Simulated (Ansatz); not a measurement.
This geometry of BFH2 + ClH (6 atoms, charge 0, multiplicity 1) is a first-order saddle point.

Level of theory: RKS r2SCAN/6-31G* (Ansatz).

```xyz
6
Properties=species:S:1:pos:R:3
B 0.011 -0.179 0.031
F 0.005 0.143 1.539
H 1.056 0.102 -0.461
H -1.054 0.033 -0.454
Cl 0.076 -2.157 0.539
H 0.043 -1.057 1.618
```

Task: Which two structures does it join? (They come from a converged band through this point; their orientation in space is the band's.)

Result: Bonds broken: B1–F2, Cl5–H6. Bonds formed: B1–Cl5, F2–H6. BFH2 + ClH becomes BClH2 + FH.

Initial state:

```xyz
6
Properties=species:S:1:pos:R:3
B -0.008 0.312 -0.063
F -0.011 0.558 1.248
H 1.053 0.269 -0.617
H -1.069 0.202 -0.609
Cl 0.093 -2.615 0.912
H 0.078 -1.840 1.940
```

Final state:

```xyz
6
Properties=species:S:1:pos:R:3
B 0.016 -0.408 -0.174
F 0.009 0.110 1.720
H 1.049 0.105 -0.465
H -1.052 0.037 -0.453
Cl 0.075 -2.194 0.102
H 0.040 -0.765 2.082
```

Task: How far does it lie above each of them?

Result: 0.82 eV above the first and 0.34 eV above the second. This is the barrier of this one path; another mechanism may lie lower. The orbitals stay closed-shell, which can raise the energy where a bond breaks towards radicals; this wasn't checked here.

Run time: 2 min on 1 thread of Arm Neoverse V2 (shared host), peak memory 0.1 GiB.
